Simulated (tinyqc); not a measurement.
Inside a calculation. Method: extended Hueckel theory, for H3S+. The parameters take no account of the charge, which enters only through the electron count. One step of it, computed by the program tinyqc.

Question. Wolfsberg-Helmholz matrix. H_ij = K' S_ij (H_ii + H_jj)/2 for i != j (the diagonal keeps H_ii), with K' = 1.5.

overlap S:
```
           1S 3s     1S 3px     1S 3py     1S 3pz      2H 1s      3H 1s      4H 1s
1S 3s   1.000000   0.000000   0.000000   0.000000   0.343178   0.342958   0.342958
1S 3px  0.000000   1.000000   0.000000   0.000000   0.441895  -0.220947  -0.220947
1S 3py  0.000000   0.000000   1.000000   0.000000   0.000000   0.382496  -0.382496
1S 3pz  0.000000   0.000000   0.000000   1.000000  -0.118557  -0.118469  -0.118469
2H 1s   0.343178   0.441895   0.000000  -0.118557   1.000000   0.056211   0.056211
3H 1s   0.342958  -0.220947   0.382496  -0.118469   0.056211   1.000000   0.056214
4H 1s   0.342958  -0.220947  -0.382496  -0.118469   0.056211   0.056214   1.000000
```

diagonal H_ii (eV): 1S 3s -20.000000, 1S 3px -13.300000, 1S 3py -13.300000, 1S 3pz -13.300000, 2H 1s -13.600000, 3H 1s -13.600000, 4H 1s -13.600000

K = 1.500000

Give: H.

Answer.

H (eV):
```
          1S 3s   1S 3px   1S 3py   1S 3pz    2H 1s    3H 1s    4H 1s
1S 3s   -20.000    0.000    0.000    0.000   -8.648   -8.643   -8.643
1S 3px    0.000  -13.300    0.000    0.000   -8.915    4.458    4.458
1S 3py    0.000    0.000  -13.300    0.000    0.000   -7.717    7.717
1S 3pz    0.000    0.000    0.000  -13.300    2.392    2.390    2.390
2H 1s    -8.648   -8.915    0.000    2.392  -13.600   -1.147   -1.147
3H 1s    -8.643    4.458   -7.717    2.390   -1.147  -13.600   -1.147
4H 1s    -8.643    4.458    7.717    2.390   -1.147   -1.147  -13.600
```
